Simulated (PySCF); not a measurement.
**CISD/6-31G(d) (spherical functions) run of HS− (SMILES [SH-])**

Aim: the energy change on altering one bond length of HS− at CISD/6-31G* (spherical functions), from 2 runs. The job is set up through a Python script.

The results are computed with PySCF 2.14.0.

9 further runs of the same task are left out: 9 set aside as unsound or not needed.

## Step 1: Starting point

HS− has 2 atoms, charge -1, and is taken as a singlet. As SMILES, `[SH-]`. The coordinates come from a PBE0-D4/def2-TZVPD relaxation.

Bond lengths: S1–H2 1.346 Å.

## Step 2: A single-point energy at CISD/6-31G(d) (spherical functions)

job.py reads:

```python
from pyscf import gto, scf, ci

mol = gto.Mole()
mol.atom = [
    ('S', (0.574700, -0.187900, 0.295500)),
    ('H', (-0.574700, 0.187900, -0.295500)),
]
mol.charge = -1
mol.verbose = 4
mol.basis = '6-31g*'
mol.max_memory = 1860
mol.spin = 0
mol.build()

mf = scf.RHF(mol)
mf.conv_tol = 1e-10
mf.kernel()
if not mf.converged:
    mf = mf.newton().run(mf.mo_coeff, mf.mo_occ)

cisd = ci.CISD(mf, frozen=5)
cisd.kernel()
energy = cisd.e_tot
print(f'total energy: {energy:.8f} hartree')
```

Command:

```console
$ OMP_NUM_THREADS=1 python job.py
```

What it wrote:

```text
PySCF version 2.14.0

[INPUT] num. atoms = 2
[INPUT] num. electrons = 18
[INPUT] charge = -1
[INPUT] spin (= nelec alpha-beta = 2S) = 0
[INPUT] symmetry False subgroup None
[INPUT] Mole.unit = angstrom
[INPUT] Symbol           X                Y                Z      unit          X                Y                Z       unit  Magmom
[INPUT]  1 S      0.574700000000  -0.187900000000   0.295500000000 AA    1.086025603788  -0.355079538806   0.558414069809 Bohr   0.0
[INPUT]  2 H     -0.574700000000   0.187900000000  -0.295500000000 AA   -1.086025603788   0.355079538806  -0.558414069809 Bohr   0.0

nuclear repulsion = 6.29052254661568
number of shells = 10
number of NR pGTOs = 55
number of NR cGTOs = 20
basis = 6-31g*
ecp = {}

******** <class 'pyscf.scf.hf.RHF'> ********
method = RHF
initial guess = minao
damping factor = 0
level_shift factor = 0
DIIS = <class 'pyscf.scf.diis.CDIIS'>
diis_start_cycle = 1
diis_space = 8
diis_damp = 0
SCF conv_tol = 1e-10
SCF conv_tol_grad = None
SCF max_cycles = 50
direct_scf = True
direct_scf_tol = 1e-13
Set gradient conv threshold to 1e-05
Initial guess from minao.
init E= -397.814725140342
  HOMO = -0.29886197267979  LUMO = 0.132347987218941  gap/eV = 11.73382
cycle= 1 E= -398.046346228697  delta_E= -0.232  |g|= 0.332  |ddm|= 1.12
  HOMO = -0.00447557024895225  LUMO = 0.475125062427354  gap/eV = 13.05060
cycle= 2 E= -398.087389326217  delta_E= -0.041  |g|= 0.117  |ddm|= 0.811
  HOMO = -0.069418728246093  LUMO = 0.450357270043086  gap/eV = 14.14383
cycle= 3 E= -398.091707627374  delta_E= -0.00432  |g|= 0.0137  |ddm|= 0.177
  HOMO = -0.070206303708078  LUMO = 0.454086461361928  gap/eV = 14.26673
cycle= 4 E= -398.091821901564  delta_E= -0.000114  |g|= 0.00271  |ddm|= 0.0373
  HOMO = -0.0703676673382135  LUMO = 0.454103558551717  gap/eV = 14.27159
cycle= 5 E= -398.091826888131  delta_E= -4.99e-06  |g|= 0.000448  |ddm|= 0.00992
  HOMO = -0.0702937212738593  LUMO = 0.454178803423349  gap/eV = 14.27162
cycle= 6 E= -398.09182698779  delta_E= -9.97e-08  |g|= 8.63e-05  |ddm|= 0.00117
  HOMO = -0.0703129843478594  LUMO = 0.454167997252418  gap/eV = 14.27185
cycle= 7 E= -398.091826992624  delta_E= -4.83e-09  |g|= 6.73e-06  |ddm|= 0.000256
  HOMO = -0.0703117737271871  LUMO = 0.454168586392704  gap/eV = 14.27184
cycle= 8 E= -398.091826992655  delta_E= -3.14e-11  |g|= 1.07e-06  |ddm|= 1.67e-05
  HOMO = -0.0703119139469481  LUMO = 0.454168717230774  gap/eV = 14.27184
Extra cycle  E= -398.091826992656  delta_E= -1.31e-12  |g|= 3.72e-07  |ddm|= 2.39e-06
converged SCF energy = -398.091826992656

******** <class 'pyscf.ci.cisd.RCISD'> ********
CISD nocc = 4, nmo = 15
frozen orbitals 5
max_cycle = 50
direct = 0
conv_tol = 1e-09
max_cycle = 50
max_space = 12
lindep = 0
nroots = 1
Init t2, MP2 energy = -0.115968241054524
RCISD converged
E(RCISD) = -398.2204111107162  E_corr = -0.128584118059774
total energy: -398.22041111 hartree
```

Wall time 0.68 s (1 thread of Arm Neoverse V1, shared host); peak memory 0.1 GiB.

## Step 3: The distorted shape

job.py reads:

```python
from pyscf import gto, scf, ci

system = gto.M(
    atom='''
S      2.172131    -0.710186     1.116870
H     -1.086026     0.355080    -0.558414
''',
    charge=-1,
    spin=0,
    basis='6-31g*',
    unit='bohr',
    verbose=4,
    max_memory=1860,
)

calc0 = scf.RHF(system)
calc0.conv_tol = 1e-10
calc0.kernel()
if not calc0.converged:
    calc0 = calc0.newton().run(calc0.mo_coeff, calc0.mo_occ)

cisd = ci.CISD(calc0, frozen=5)
cisd.kernel()
energy = cisd.e_tot
print(f'total energy: {energy:.8f} hartree')
```

Command:

```console
$ OMP_NUM_THREADS=1 python job.py
```

What it wrote:

```text
PySCF version 2.14.0

[INPUT] num. atoms = 2
[INPUT] num. electrons = 18
[INPUT] charge = -1
[INPUT] spin (= nelec alpha-beta = 2S) = 0
[INPUT] symmetry False subgroup None
[INPUT] Mole.unit = bohr
[INPUT] Symbol           X                Y                Z      unit          X                Y                Z       unit  Magmom
[INPUT]  1 S      1.149442224333  -0.375814246714   0.591022151560 AA    2.172131000000  -0.710186000000   1.116870000000 Bohr   0.0
[INPUT]  2 H     -0.574700209667   0.187900244053  -0.295499963059 AA   -1.086026000000   0.355080000000  -0.558414000000 Bohr   0.0

nuclear repulsion = 4.19357785675808
number of shells = 10
number of NR pGTOs = 55
number of NR cGTOs = 20
basis = 6-31g*
ecp = {}

******** <class 'pyscf.scf.hf.RHF'> ********
method = RHF
initial guess = minao
damping factor = 0
level_shift factor = 0
DIIS = <class 'pyscf.scf.diis.CDIIS'>
diis_start_cycle = 1
diis_space = 8
diis_damp = 0
SCF conv_tol = 1e-10
SCF conv_tol_grad = None
SCF max_cycles = 50
direct_scf = True
direct_scf_tol = 1e-13
Set gradient conv threshold to 1e-05
[... 1 set-up line as earlier in the session ...]
init E= -397.54158917674
  HOMO = -0.286752270104956  LUMO = -0.0587226748137424  gap/eV = 6.20500
cycle= 1 E= -397.90925184331  delta_E= -0.368  |g|= 0.42  |ddm|= 1.03
  HOMO = 0.0265914187407402  LUMO = 0.295837928236993  gap/eV = 7.32657
cycle= 2 E= -397.988295661515  delta_E= -0.079  |g|= 0.242  |ddm|= 1.02
  HOMO = -0.0822383377764684  LUMO = 0.276241148655093  gap/eV = 9.75472
cycle= 3 E= -398.009711883968  delta_E= -0.0214  |g|= 0.0344  |ddm|= 0.353
  HOMO = -0.094648071316891  LUMO = 0.292591550886323  gap/eV = 10.53733
cycle= 4 E= -398.010540177547  delta_E= -0.000828  |g|= 0.00516  |ddm|= 0.0851
  HOMO = -0.0950280477289257  LUMO = 0.292117083717157  gap/eV = 10.53476
cycle= 5 E= -398.010565980255  delta_E= -2.58e-05  |g|= 0.000641  |ddm|= 0.0155
  HOMO = -0.0950627079482064  LUMO = 0.292170099009292  gap/eV = 10.53714
cycle= 6 E= -398.010566232395  delta_E= -2.52e-07  |g|= 9.52e-05  |ddm|= 0.00126
  HOMO = -0.0950805660636043  LUMO = 0.292145436940586  gap/eV = 10.53696
cycle= 7 E= -398.010566238608  delta_E= -6.21e-09  |g|= 1.9e-05  |ddm|= 0.000216
  HOMO = -0.0950819406774585  LUMO = 0.292149707863138  gap/eV = 10.53711
cycle= 8 E= -398.0105662388  delta_E= -1.92e-10  |g|= 2.5e-06  |ddm|= 3.55e-05
  HOMO = -0.0950820536955719  LUMO = 0.292149225414513  gap/eV = 10.53710
cycle= 9 E= -398.010566238804  delta_E= -4.43e-12  |g|= 2.69e-07  |ddm|= 6.34e-06
  HOMO = -0.0950821182492129  LUMO = 0.292149163319219  gap/eV = 10.53710
Extra cycle  E= -398.010566238804  delta_E= -3.41e-13  |g|= 6.9e-08  |ddm|= 4.27e-07
converged SCF energy = -398.010566238804

******** <class 'pyscf.ci.cisd.RCISD'> ********
CISD nocc = 4, nmo = 15
frozen orbitals 5
max_cycle = 50
direct = 0
conv_tol = 1e-09
max_cycle = 50
max_space = 12
lindep = 0
nroots = 1
Init t2, MP2 energy = -0.123047717146105
RCISD converged
E(RCISD) = -398.1529729147177  E_corr = -0.1424066759133447
total energy: -398.15297291 hartree
```

Wall time 0.68 s (1 thread of Arm Neoverse V1, shared host); peak memory 0.1 GiB.

## Step 4: Results

Level: CISD/6-31G* (spherical functions), 5 core orbitals frozen.

```
                                                              quantity          value
                                             first shape: total energy  -398.22041 Eh
                      first shape: HOMO energy (Hartree–Fock orbitals)       -1.91 eV
                      first shape: LUMO energy (Hartree–Fock orbitals)       12.36 eV
    first shape: HOMO–LUMO gap (to an unbound level, set by the basis)       14.27 eV
              first shape: correlation energy (5 core orbitals frozen)     -128.6 mEh
                                         distorted shape: total energy  -398.15297 Eh
                  distorted shape: HOMO energy (Hartree–Fock orbitals)       -2.59 eV
                  distorted shape: LUMO energy (Hartree–Fock orbitals)        7.95 eV
distorted shape: HOMO–LUMO gap (to an unbound level, set by the basis)       10.54 eV
          distorted shape: correlation energy (5 core orbitals frozen)     -142.4 mEh
     energy change with the S1–H2 bond stretched from 1.346 to 2.019 Å       1.835 eV
```

In words: With the S1–H2 bond stretched from 1.346 to 2.019 Å the energy rises by 1.84 eV (177 kJ/mol). The first shape isn't relaxed at this level, so the change isn't measured from a minimum.
